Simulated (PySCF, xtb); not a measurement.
**BH5OSi: 3 structures ranked**

3 gas-phase structures of BH5OSi, found in a search over its isomers (lower ones may exist). Each was relaxed with GFN2-xTB:

A. `OB[SiH3]`, a singlet
B. `[BH3-][SiH+]O`, a singlet
C. `BO[SiH3]`, a singlet

Which do you expect lowest at r2SCAN-D4/def2-SVP, and how would the others follow?

Calculated order at r2SCAN-D4/def2-SVP: C (0.0), A (68.4), B (167.0) kJ/mol.

Energies above the lowest of each column, in kJ/mol; the last columns are at B3LYP-D4/def2-SVP geometries:

| structure | GFN2-xTB | HF/STO-3G | r2SCAN-D4/def2-SVP | B3LYP-D4/def2-SVP | CCSD(T)/def2-SVP + ΔMP2/def2-TZVPP |
| --- | --- | --- | --- | --- | --- |
| C | 0.0 | 0.0 | 0.0 | 0.0 | 0.0 |
| A | 208.7 | 59.1 | 68.4 | 90.6 | 102.1 |
| B | 195.7 | 281.1 | 167.0 | 180.6 | 165.3 |

Every level run on C puts it lowest or level with the lowest. Some further structures that were screened fall inside this span and aren't listed. Flexible structures stand in one conformer each, not always the lowest. Frequencies (GFN2-xTB) were run for A, C alone. The ΔMP2 step shifts differences by up to 34.0 kJ/mol, which makes them less sure. ΔMP2 is the change of the MP2 energy from the smaller to the larger basis.

Programs: PySCF 2.14.0, xtb 6.7.1.
